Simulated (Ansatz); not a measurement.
H4NO2P, SMILES `NP(O)O`, relaxed with RKS PBE-D4/def2-SVP in the Gaussian-basis code of Ansatz from a rough embedded geometry. The force threshold is 0.03 eV/Å; the program also tests the step.

Charge 0, multiplicity 1.

Start:

```xyz
8

N     0.920    0.039   -0.684
P    -0.685   -0.252   -0.520
O    -0.442   -1.154    0.745
O    -0.964    1.002    0.329
H     1.044    0.654   -1.571
H     1.237    0.702    0.020
H     0.361   -1.755    0.571
H    -1.472    0.763    1.109
```

| step | energy (eV) | largest force (eV/Å) | largest move (Å) |
| --- | --- | --- | --- |
| 1 | -14920.2748 | 5.151 | 0.000 |
| 2 | -14921.2513 | 2.395 | 0.126 |
| 3 | -14921.5119 | 0.793 | 0.096 |
| 4 (rejected) | -14921.4682 | 1.727 | 0.122 |
| 5 | -14921.5415 | 0.217 | 0.059 |
| 6 | -14921.5566 | 0.234 | 0.100 |
| 7 (rejected) | -14921.5511 | 1.018 | 0.148 |
| 8 | -14921.5669 | 0.193 | 0.074 |
| 9 | -14921.5764 | 0.173 | 0.075 |
| 10 | -14921.5849 | 0.138 | 0.112 |
| 11 | -14921.5864 | 0.255 | 0.102 |
| 12 (rejected) | -14921.5473 | 0.802 | 0.152 |
| 13 | -14921.5951 | 0.120 | 0.076 |
| 14 | -14921.5992 | 0.113 | 0.100 |
| 15 | -14921.6008 | 0.096 | 0.071 |
| 16 | -14921.6011 | 0.198 | 0.047 |
| 17 | -14921.6021 | 0.258 | 0.051 |
| 18 | -14921.6032 | 0.103 | 0.013 |
| 19 | -14921.6035 | 0.130 | 0.039 |
| 20 | -14921.6047 | 0.020 | 0.042 |
| 21 (rejected) | -14921.6046 | 0.161 | 0.058 |
| 22 | -14921.6051 | 0.024 | 0.028 |
| 23 | -14921.6051 | 0.089 | 0.037 |
| 24 | -14921.6052 | 0.037 | 0.003 |
| 25 | -14921.6053 | 0.004 | 0.005 |

End:

```xyz
8

N     1.019    0.269   -0.833
P    -0.526   -0.286   -0.374
O    -0.110   -1.250    0.947
O    -1.017    1.039    0.541
H     1.046    0.743   -1.741
H     1.534    0.805   -0.120
H    -0.057   -2.175    0.639
H    -1.889    0.856    0.942
```

It took 60 s on 2 threads of an AMD EPYC on a shared host, with 0.16 GiB of host memory at the peak.
